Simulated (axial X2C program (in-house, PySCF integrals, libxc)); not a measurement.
# O₂⁺: properties at the nuclei

Wanted for O₂⁺: properties at the nuclei, at the two-component level.

Program: an in-house X2C program for linear molecules on PySCF integrals. Level of theory: two-component X2C with atomic mean-field terms, O dyall-av3z. These are calculated values, not measurements.

## (1) Input

task.json

```json
{"zs": [8, 8], "q": 1, "bas": ["dyall-av3z", "dyall-av3z"], "r0": 1.14, "levels": ["PBE0", "HF", "PBE", "TPSSh", "BP86"], "nst": 3}
```

Keys: zs atomic numbers; q charge; bas basis sets; r0 starting distance in Å; levels methods (HF also brings MP2); nst determinants followed.

Launch:

```
python soeom.py task.json out
```

After this run come: Expectation values, lowest determinant; Expectation values, a higher determinant.

Before running it: what results should come out? Wanted: lowest determinant; A∥/gI O; qzz O; higher determinant (for each run or level that gives them).

As calculated:

| quantity | value |
| --- | --- |
| lowest determinant | Ω = 1/2 (excess of +ω over −ω: ω = 1/2) |
| A∥/gI O (MHz), PBE0 | 755 |
| qzz O (a.u.), PBE0 | 0.10 |
| higher determinant | Ω = 3/2 (excess of +ω over −ω: ω = 3/2) |
| A∥/gI O (MHz), PBE0, higher determinant | 187 |
| qzz O (a.u.), PBE0, higher determinant | 0.09 |

In words: The expectation values come from single determinants, which for open shells can mix terms of unlike spin or miss the lowest Ω, so a determinant need not be a state. A∥ is the parallel hyperfine constant, which follows by multiplying with the nuclear g factor gI = μI/(I μN); qzz is the electric field gradient, eQq0 = 234.96 MHz × Q/barn × qzz. The operators were transformed with the bare-nucleus X2C matrices. A second determinant lies within 0.1 eV of the first.
